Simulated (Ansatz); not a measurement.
# C2H6Si (SMILES C[Si]C) at MP2/6-311+G(d,p)

Aim: the vertical ionisation energy of C2H6Si at MP2/6-311+G**, from 2 runs. 

The results are computed with Ansatz 0.2.0.

34 further runs of the same task are left out: 34 set aside as unsound or not needed.

**1. The system as given**

C2H6Si has 9 atoms, charge 0, and is taken as a singlet. SMILES: `C[Si]C`. Geometry: relaxed at PBE0-D4/def2-TZVP.

Bond lengths: C1–Si2 1.896 Å, Si2–C3 1.896 Å, C1–H4 1.102 Å, C1–H5 1.091 Å, C1–H6 1.095 Å, C3–H7 1.095 Å, C3–H8 1.091 Å, C3–H9 1.102 Å. Some angles: C1–Si2–C3 97.8°, Si2–C1–H4 105.3°, Si2–C1–H5 113.7°, Si2–C1–H6 114.0°, Si2–C3–H7 113.9°, Si2–C3–H8 113.7°, Si2–C3–H9 105.3°, H4–C1–H5 107.1°, H4–C1–H6 106.4°, H5–C1–H6 109.8°.

**2. A single-point energy at MP2/6-311+G(d,p)**

The input, molecule.yaml:

```yaml
crystal:
  periodic: [false, false, false]
  atoms:
    - symbol: C
      position_ang: [-0.527400, 1.047300, -0.805300]
    - symbol: Si
      position_ang: [0.896800, -0.199700, -0.912800]
    - symbol: C
      position_ang: [0.601900, -1.069400, 0.746000]
    - symbol: H
      position_ang: [-1.430700, 0.480400, -1.082200]
    - symbol: H
      position_ang: [-0.439700, 1.875000, -1.511000]
    - symbol: H
      position_ang: [-0.703500, 1.436700, 0.202600]
    - symbol: H
      position_ang: [-0.455600, -1.193000, 1.001000]
    - symbol: H
      position_ang: [1.117900, -2.026600, 0.837300]
    - symbol: H
      position_ang: [1.028800, -0.397000, 1.507100]
basis:
  gaussian:
    orbitals: 6-311+G_st__st_-spherical.json
magnetization:
  spin_polarized: false
correlation:
  method: mp2
  frozen_orbitals: {C: 1, H: 0, Si: 5}
accuracy: high
```

The basis set 6-311+G** is read from a file made from the Basis Set Exchange's data (not shown).

On the command line:

```sh
$ ansatz run molecule.yaml --threads 1 --pin off --max-ram 3480MiB --events-out events.jsonl --progress --plain --runs-dir runs
```

The program printed:

```text
Warning: RAYON_NUM_THREADS=1 ignored (pool sized by the plan → 1); use --threads N
Functional definition: HF
  name "HF"
  exchange = exact_x
  correlation = 0
2140 factors; integrals over basis functions are off by at most 4.3e-9 eV
mean field evaluation 1: about -10013.8645 eV, gradient 3.7e1 eV
mean field evaluation 2: about -10013.8670 eV, gradient 3.7e1 eV
mean field evaluation 4: about -10017.4873 eV, gradient 2.9e0 eV
mean field evaluation 8: about -10017.5408 eV, gradient 1.3e-4 eV
mean field -10017.54084838 eV, -368.1378360449 hartree, gradient 8.9e-9 eV, S^2 0.000000; 0 other end points of the search recorded, 0 dependent functions left out; unrestricted orbitals would lower it
mean field evaluation 16: about -10017.6035 eV, gradient 1.1e-1 eV
7 core orbitals not correlated: weight in the atoms' cores, before any rotation towards them, 1.000 or more for the frozen orbitals, at most 0.000 for the correlated occupied ones
reference -10017.54084838 eV, -368.1378360449 hartree; 9, 9 occupied and 94, 94 virtual orbitals, 2140 factors
second order -10.78527225 eV of doubles, -0.00000000 eV of singles
Total energy: -10028.32612063 eV, -368.5341874895 hartree
```

Wall time 3.3 s (1 thread of Arm Neoverse V2, shared host); peak memory 0.3 GiB.

**3. The doublet cation at the same level**

The input, in.yaml:

```yaml
crystal:
  periodic: [false, false, false]
  atoms:
    - symbol: C
      position_ang: [-0.527400, 1.047300, -0.805300]
    - symbol: Si
      position_ang: [0.896800, -0.199700, -0.912800]
    - symbol: C
      position_ang: [0.601900, -1.069400, 0.746000]
    - symbol: H
      position_ang: [-1.430700, 0.480400, -1.082200]
    - symbol: H
      position_ang: [-0.439700, 1.875000, -1.511000]
    - symbol: H
      position_ang: [-0.703500, 1.436700, 0.202600]
    - symbol: H
      position_ang: [-0.455600, -1.193000, 1.001000]
    - symbol: H
      position_ang: [1.117900, -2.026600, 0.837300]
    - symbol: H
      position_ang: [1.028800, -0.397000, 1.507100]
basis:
  gaussian:
    orbitals: 6-311+G_st__st_-spherical.json
total_charge: 1
magnetization:
  spin_polarized: true
  initial_magnetization: 1
correlation:
  method: mp2
  frozen_orbitals: {C: 1, H: 0, Si: 5}
accuracy: high
```

The basis set 6-311+G** is read from a file made from the Basis Set Exchange's data (not shown).

On the command line:

```sh
$ ansatz run in.yaml --threads 1 --pin off --max-ram 3480MiB --events-out events.jsonl --progress --plain --runs-dir runs
```

The program printed:

```text
Warning: RAYON_NUM_THREADS=1 ignored (pool sized by the plan → 1); use --threads N
[... 4 set-up lines as earlier in the session ...]
2140 factors; integrals over basis functions are off by at most 4.3e-9 eV
mean field evaluation 1: about -10003.4602 eV, gradient 3.6e1 eV
mean field evaluation 2: about -10003.4640 eV, gradient 3.6e1 eV
mean field evaluation 4: about -10010.2156 eV, gradient 2.6e0 eV
mean field evaluation 8: about -10010.3197 eV, gradient 1.9e-3 eV
mean field evaluation 16: about -10007.3651 eV, gradient 1.3e-1 eV
mean field -10010.31974967 eV, -367.8724655620 hartree, gradient 2.3e-8 eV, S^2 0.759161; 1 other end points of the search recorded, 0 dependent functions left out
7 core orbitals not correlated: weight in the atoms' cores, before any rotation towards them, 1.000 or more for the frozen orbitals, at most 0.000 for the correlated occupied ones
reference -10010.31974967 eV, -367.8724655620 hartree; 9, 8 occupied and 94, 95 virtual orbitals, 2140 factors
second order -10.05743635 eV of doubles, -0.00000000 eV of singles
Total energy: -10020.37718603 eV, -368.2420695309 hartree
```

Wall time 4.5 s (1 thread of Arm Neoverse V2, shared host); peak memory 0.34 GiB.

**4. What came out**

At MP2/6-311+G**, 7 core orbitals frozen:

| quantity | value |
| --- | --- |
| singlet C2H6Si: total energy | -368.53419 Eh |
| singlet C2H6Si: correlation energy (7 core orbitals frozen) | -396.4 mEh |
| doublet cation: total energy | -368.24207 Eh |
| doublet cation: correlation energy (7 core orbitals frozen) | -369.6 mEh |
| doublet cation: ⟨S²⟩ of the reference determinant | 0.759 |
| vertical ionisation energy (to the doublet cation) | 7.949 eV |

**Reading.** Removing an electron at fixed nuclei costs 7.95 eV (767 kJ/mol). The restricted solution (singlet C2H6Si) is unstable to spin breaking: an unrestricted one lies lower.
